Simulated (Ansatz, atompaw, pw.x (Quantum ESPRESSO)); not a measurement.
## From atom to crystal: PAW (atompaw) potential for platinum

* Element: platinum (Pt)
* Generator: atompaw 4.2.0.5
* Type: PAW
* Functional: PBEsol
* Relativity: scalar-relativistic
* Frozen core: [Kr] 4d10 4f14
* Valence charge: 18
* Reference configuration: 5s2 5p6 5d9 6s1 6p0
* Partial waves: 5s (bound): rc 1.05 bohr; 6s (bound): rc 1.65 bohr; 5p (bound): rc 2.05 bohr; 6p (bound, empty): rc 2.30 bohr; 5d (bound): rc 2.30 bohr; 5d channel at 0.45 Ry: rc 2.30 bohr
* Local potential: bessel scheme, radius 1.95 bohr
* Core correction: smooth core density matched at 2.25 bohr
* Augmentation charge: besselshape compensation charge, radius 2.10 bohr; PAW radius 2.30 bohr; waves and projectors: custom rrkj vanderbiltortho

Crystal test: bcc Pt in pw.x 7.5, no spin, 15³ k-points, Fermi–Dirac smearing 0.01 Ry, cutoffs 135/900 Ry. The reference is all-electron LAPW (Ansatz 0.2.0) with the same functional, mesh and smearing; V0 and B0 come from Birch–Murnaghan fits to the pressures at five volumes. Errors are pseudo minus all-electron; Δ is the rms difference of the E(V) curves that follow from these fits, minima aligned, over ±6 % about the mean V0. Mesh and smearing are coarse, so the numbers serve the comparison and aren't converged zero-temperature values; the lattice is a test structure that the element need not adopt.

All-electron: a0 = 3.122 Å (V0 = 15.22 Å³/atom), B0 = 273.8 GPa.

How far does the potential miss the all-electron equation of state?

mean pressure error (GPa): +2.38; a0 (Å): 3.131; a0 error (%): +0.29; B0 error (%): -0.3; Δ (meV/atom): 8.0.

| V (Å³/atom) | P all-electron (GPa) | P pseudo (GPa) |
| --- | --- | --- |
| 14.538 | 14.14 | 17.16 |
| 14.920 | 5.68 | 8.34 |
| 15.303 | -1.52 | 0.82 |
| 15.686 | -7.65 | -5.58 |
| 16.068 | -12.86 | -11.03 |

At the middle volume, how do free energy and pressure move when the wave cutoff is lowered (ecutrho held at 900 Ry)?

| cutoff (Ry) | shift of F (meV/atom) | shift of P (GPa) |
| --- | --- | --- |
| 61 | +43.1 | -1.14 |
| 81 | +12.1 | -0.04 |
| 108 | +7.5 | -0.18 |

Input at the middle volume:

```
&control
  calculation='scf', prefix='x', pseudo_dir='./', outdir='./tmp', tstress=.true., disk_io='low'
/
&system
  ibrav=0, nat=1, ntyp=1, ecutwfc=135, ecutrho=900, nbnd=17,
  occupations='smearing', smearing='fd', degauss=0.01
/
&electrons
  conv_thr=1e-09, mixing_beta=0.4, electron_maxstep=70
/
ATOMIC_SPECIES
Pt 1.0 Pt.UPF
CELL_PARAMETERS angstrom
  -1.56400761 1.56400761 1.56400761
  1.56400761 -1.56400761 1.56400761
  1.56400761 1.56400761 -1.56400761
ATOMIC_POSITIONS crystal
Pt 0.0000 0.0000 0.0000
K_POINTS automatic
15 15 15 0 0 0
```

```bash
pw.x < Pt.scf.in > Pt.scf.out
```

Lines of the output:

```
Message from routine setup:
     using ibrav=0 with symmetry is DISCOURAGED, use correct ibrav instead
     lattice parameter (alat)  =       5.1192  a.u.
     unit-cell volume          =     103.2698 (a.u.)^3
     number of electrons       =        18.00
     number of Kohn-Sham states=           17
     kinetic-energy cutoff     =     135.0000  Ry
     charge density cutoff     =     900.0000  Ry
     scf convergence threshold =      1.0E-09
     Exchange-correlation= SLA PW PSX PSC
     number of k points=   120  Fermi-Dirac smearing, width (Ry)=  0.0100
     iteration #  1     ecut=   135.00 Ry     beta= 0.40
     total energy              =    -906.55443743 Ry
     estimated scf accuracy    <       0.07877835 Ry
     iteration #  2     ecut=   135.00 Ry     beta= 0.40
     total energy              =    -906.56497471 Ry
     estimated scf accuracy    <       0.00339614 Ry
     iteration #  3     ecut=   135.00 Ry     beta= 0.40
     total energy              =    -906.56573684 Ry
     estimated scf accuracy    <       0.00033942 Ry
     iteration #  4     ecut=   135.00 Ry     beta= 0.40
     total energy              =    -906.56586948 Ry
     estimated scf accuracy    <       0.00014185 Ry
     iteration #  5     ecut=   135.00 Ry     beta= 0.40
     total energy              =    -906.56587163 Ry
     estimated scf accuracy    <       0.00002249 Ry
     iteration #  6     ecut=   135.00 Ry     beta= 0.40
     total energy              =    -906.56588301 Ry
     estimated scf accuracy    <       0.00000054 Ry
     iteration #  7     ecut=   135.00 Ry     beta= 0.40
     total energy              =    -906.56588313 Ry
     estimated scf accuracy    <       0.00000008 Ry
     iteration #  8     ecut=   135.00 Ry     beta= 0.40
     total energy              =    -906.56588315 Ry
     estimated scf accuracy    <          2.5E-09 Ry
     iteration #  9     ecut=   135.00 Ry     beta= 0.40
     total energy              =    -906.56588315 Ry
     estimated scf accuracy    <          4.3E-09 Ry
     iteration # 10     ecut=   135.00 Ry     beta= 0.40
     the Fermi energy is    22.1269 ev
!    total energy              =    -906.56588315 Ry
     estimated scf accuracy    <          3.2E-10 Ry
     smearing contrib. (-TS)   =      -0.00414999 Ry
     The total energy is F=E-TS. E is the sum of the following terms:
     one-electron contribution =     -46.80458264 Ry
     hartree contribution      =      44.38767856 Ry
     xc contribution           =     -23.49331582 Ry
     ewald contribution        =    -199.47441552 Ry
     one-center paw contrib.   =    -681.17709774 Ry
     convergence has been achieved in  10 iterations
          total   stress  (Ry/bohr**3)                   (kbar)     P=        8.18
```

The run at the middle volume (120 k-points, 10 iterations) took about 53 s on one core of a shared host (Intel(R) Xeon(R) 6975P-C, 192 threads, 756 GiB, load 62).
